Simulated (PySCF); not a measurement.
Potential energy of CN along the bond

Set-up: C def2-TZVP, N def2-TZVP; no relativity (PySCF 2.14). Energies in eV from C + N in their ground configurations at the same level. State: ²Σ⁺ (doublet), unpaired electrons σ ↑.

All columns are PBE0. A positive dipole means C(−)N(+).

```json
{"R (Å)": "0.999", "E (eV)": "-5.617", "μ (D)": "-1.83", "Mulliken charge on C (basis-dependent)": "-0.28", "HOMO (eV)": "-11.16", "LUMO (eV)": "-6.08", "Mayer bond order": "3.10", "⟨S²⟩": "0.76"}
{"R (Å)": "1.046", "E (eV)": "-6.781", "μ (D)": "-1.73", "Mulliken charge on C (basis-dependent)": "-0.16", "HOMO (eV)": "-11.31", "LUMO (eV)": "-6.18", "Mayer bond order": "3.12", "⟨S²⟩": "0.76"}
{"R (Å)": "1.092", "E (eV)": "-7.439", "μ (D)": "-1.63", "Mulliken charge on C (basis-dependent)": "-0.06", "HOMO (eV)": "-11.23", "LUMO (eV)": "-6.26", "Mayer bond order": "3.12", "⟨S²⟩": "0.76"}
{"R (Å)": "1.127", "E (eV)": "-7.676", "μ (D)": "-1.55", "Mulliken charge on C (basis-dependent)": "0.00", "HOMO (eV)": "-11.02", "LUMO (eV)": "-6.32", "Mayer bond order": "3.10", "⟨S²⟩": "0.76"}
{"R (Å)": "1.162", "E (eV)": "-7.742", "μ (D)": "-1.49", "Mulliken charge on C (basis-dependent)": "0.04", "HOMO (eV)": "-10.82", "LUMO (eV)": "-6.38", "Mayer bond order": "3.08", "⟨S²⟩": "0.76"}
{"R (Å)": "1.197", "E (eV)": "-7.671", "μ (D)": "-1.42", "Mulliken charge on C (basis-dependent)": "0.08", "HOMO (eV)": "-10.64", "LUMO (eV)": "-6.42", "Mayer bond order": "3.06", "⟨S²⟩": "0.76"}
{"R (Å)": "1.243", "E (eV)": "-7.415", "μ (D)": "-1.34", "Mulliken charge on C (basis-dependent)": "0.11", "HOMO (eV)": "-10.41", "LUMO (eV)": "-6.48", "Mayer bond order": "3.02", "⟨S²⟩": "0.77"}
{"R (Å)": "1.301", "E (eV)": "-6.907", "μ (D)": "-1.25", "Mulliken charge on C (basis-dependent)": "0.14", "HOMO (eV)": "-10.14", "LUMO (eV)": "-6.52", "Mayer bond order": "2.96", "⟨S²⟩": "0.77"}
{"R (Å)": "1.371", "E (eV)": "-6.127", "μ (D)": "-1.18", "Mulliken charge on C (basis-dependent)": "0.15", "HOMO (eV)": "-9.86", "LUMO (eV)": "-6.54", "Mayer bond order": "2.89", "⟨S²⟩": "0.77"}
{"R (Å)": "1.464", "E (eV)": "-4.957", "μ (D)": "-1.16", "Mulliken charge on C (basis-dependent)": "0.14", "HOMO (eV)": "-9.58", "LUMO (eV)": "-6.49", "Mayer bond order": "2.76", "⟨S²⟩": "0.83"}
```

A fit through these points gives, at Re = 1.160 Å, μ = -1.49 D and dμ/dR = 1.93 D/Å; the reduced mass is 6.462 u.

Question: How strong is the fundamental in the double-harmonic approximation, I = 42.26·(dμ/dR)²/μred km/mol?

Answer: I = 42.26·(1.93)²/6.462 = 24.4 km/mol at PBE0.

The state is the lowest determinant that a PBE0 search found; another state may lie lower at other levels.
